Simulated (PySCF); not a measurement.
**diethyl sulfide: calculation against experiment**

**Measured values to compare with.**

From NIST CCCBDB Release 22 (SRD 101), experimental polarizabilities, for the gas: mean polarisability 10.549 Å³.

The results are set against them at the end.

Compound: diethyl sulfide, C4H10S.
Atom-mapped SMILES: `[CH3:1][CH2:2][S:3][CH2:4][CH3:5]` (hydrogens: H6, H7, H8 on C1; H9, H10 on C2; H11, H12 on C4; H13, H14, H15 on C5)

Geometry (GFN2-xTB, Å), atoms numbered from 1 in this order:
```xyz
15
C4H10S angstrom
C     -2.1678   -0.2071    0.1047
C     -1.1826    0.8126   -0.4343
S     -0.0639    0.1050   -1.6935
C      1.1461   -0.7649   -0.6364
C      2.1997    0.1688   -0.0717
H     -2.8394    0.2657    0.8191
H     -1.6527   -1.0229    0.6082
H     -2.7573   -0.6240   -0.7085
H     -0.5669    1.2378    0.3576
H     -1.7040    1.6191   -0.9482
H      1.5984   -1.5132   -1.2859
H      0.5918   -1.2708    0.1532
H      2.9078   -0.3922    0.5354
H      2.7402    0.6571   -0.8789
H      1.7461    0.9369    0.5517
```

Runs made with PySCF (gas phase, on this GFN2-xTB geometry; no spin–orbit coupling):

```tsv
level	job	basis functions	wall time
CAM-B3LYP/def2-SVPD	8 singlets by full TDDFT, 3 Tamm–Dancoff triplets, polarisability	187	28 s
```

Hardware: Arm Neoverse V1, one thread, no GPU (shared host).

**Comparison with experiment**

**Mean polarisability.** Measured: 10.549 Å³ (NIST CCCBDB Release 22 (SRD 101), experimental polarizabilities).

| level | computed (Å³) | computed − measured (Å³) | % (from the printed values) |
| --- | --- | --- | --- |
| CAM-B3LYP/def2-SVPD | 10.651 | +0.102 | +1 |

The computed values are static and purely electronic, with core orbitals frozen in the response (1 au = 0.148185 Å³). The table of measured values doesn't say here whether a value is static or optical, or holds a vibrational part. The measurement averages over conformers, the calculation has one.

No measured geometry was used, and the causes of the misses weren't examined.
